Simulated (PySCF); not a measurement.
NMR data simulated for an unnamed compound:

1H NMR (400 MHz, computed): δ 3.78 (t, J = 7.4 Hz, 2H), 1.51 (sext, J = 7.7 Hz, 2H), 0.92 (t, J = 7.9 Hz, 3H), -0.01 (br s, 1H).

13C{1H} NMR (computed): δ 70.8 (CH2), 32.7 (CH2), 11.5 (CH3).

Theoretical values (PySCF 2.14.0 with density-fitted response routines): GIAO PBE0/pcSseg-1 shieldings, J: B3LYP/pcJ-1 (without the spin–dipole term), GFN2-xTB geometry. Equivalent nuclei averaged, gas phase, non-relativistic Hamiltonian, a single conformation.

Scale: 1H, 13C vs TMS (reference shieldings calculated alike).

Which of these does the molecule contain: an S-methyl group, a CH3CH2 unit, an amide, a methoxy group, an OH group?

## Answers


- An S-methyl group: no.
- A CH3CH2 unit: yes (δC 11.5, 32.7; δH 0.92 (t), 1.51 (sext)).
- An amide: no.
- A methoxy group: no.
- An OH group: yes (δH -0.01 (br s)).

The data belong to `CCCO`, C3H8O; they needn't prove each group on their own.

Carbon signals by region: 1 at 50–100 ppm, 2 below 50 ppm.

OH/NH shifts are gas-phase values; hydrogen bonding in solution moves them, usually downfield. Splittings below 1 Hz are ignored in the labels, and close J values are merged. Unscaled 3J(H,H) at this level run about 10 % above measured values. Shifts are as computed. Against solution values, carbons near 30 ppm lie about +3 ppm off and those near 130 ppm about +5 ppm. Of 1211 compounds with measured shifts, 218 miss one by over three times the rms of a fit or turn the order of signals round; such compounds aren't used in these exercises. Couplings to exchangeable protons are dropped. Vicinal H,H couplings across rotating CH2–CH2 and CH–CH2 bonds are estimated from the computed gauche and anti values for equal rotamer populations, (2 J gauche + J anti)/3.
